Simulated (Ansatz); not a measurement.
Input file:

```yaml
crystal:
  periodic: [false, false, false]
  atoms:
    - {symbol: Si, position_ang: [0.043831, 0.005807, 0.572386]}
    - {symbol: N, position_ang: [-0.055847, 0.014181, -1.135154]}
    - {symbol: H, position_ang: [0.651198, -1.238928, 1.059020]}
    - {symbol: H, position_ang: [0.734304, 1.147172, 1.077234]}
    - {symbol: H, position_ang: [-1.431554, -0.092647, 1.093771]}
    - {symbol: H, position_ang: [-0.130566, -0.900702, -1.717340]}
    - {symbol: H, position_ang: [-0.268643, 0.726246, -1.687280]}
basis:
  gaussian: {orbitals: 6-31G, fitting: {mean_field: def2-universal-jkfit}}
correlation: {method: fic_mrcisd_q, electrons: valence, active_space: {window: {electrons: 2, orbitals: 2}, places: [1, 2]}}
```

```sh
$ ansatz run in.yaml --threads 1 --pin off --events-out ev --progress --plain --max-ram 2176MiB
```

(1) One thing in this input was set wrong on purpose, beside settings that are merely unusual. What is the gravest fault, and what does the program do?

## Answers

(1) Two definitions of the active space. How the run ends: refused.
```
Error: invalid value for `correlation.active_space`: name one of window, places and ras
```
